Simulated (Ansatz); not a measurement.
C2H8N2 can be A, `CCNN`, or B, `NCCN`.

Program: Ansatz. Geometries: PBE0-D4/def2-TZVP. ΔE: electronic, gas phase. CBS: MP2 limit from def2 TZ/QZ plus the TZ coupled-cluster correction, frozen cores. DFT in def2-TZVPP. B3LYP here is the variant with VWN-RPA as its local correlation; programs differ in this. One conformer a species, not always the lowest.

Question: Which is lower in electronic energy at CCSD(T)/CBS, and by how much? (An estimate is asked.)

Answer: Ansatz gave: B, by 21.0 kcal/mol.

Question: Give E(B) − E(A) in kcal/mol with CCSD(T)/def2-SVP, PBE0-D4, r2SCAN-D4, CCSD(T)/def2-TZVPP, CCSD/def2-TZVPP, BLYP-D4, B3LYP-D4. (An estimate is asked.)

Answer: Ansatz gave: CCSD(T)/def2-SVP -18.9, PBE0-D4 -19.7, r2SCAN-D4 -20.0, CCSD(T)/def2-TZVPP -20.8, CCSD/def2-TZVPP -20.9, BLYP-D4 -18.9, B3LYP-D4 -19.5. None reverses the order clearly.

Question: Does the order hold for the free energy at 298.15 K (harmonic terms from PBE0-D4)? (Best estimate.)

Answer: Computed: Yes: G(B) − G(A) = -20.8 kcal/mol, for one conformer each.

Largest T1 diagnostic: 0.009.

Leaving LDA and LC-ωPBE aside and taking each functional with its dispersion term where it has one, the values, not all of them listed here, spread over 2.0 kcal/mol, from PBE-QIDH to revPBE-D4. From BLYP to BHLYP (50 % exact exchange), in def2-TZVPP and without D4, E(B) − E(A) moves by −1.4 kcal/mol.
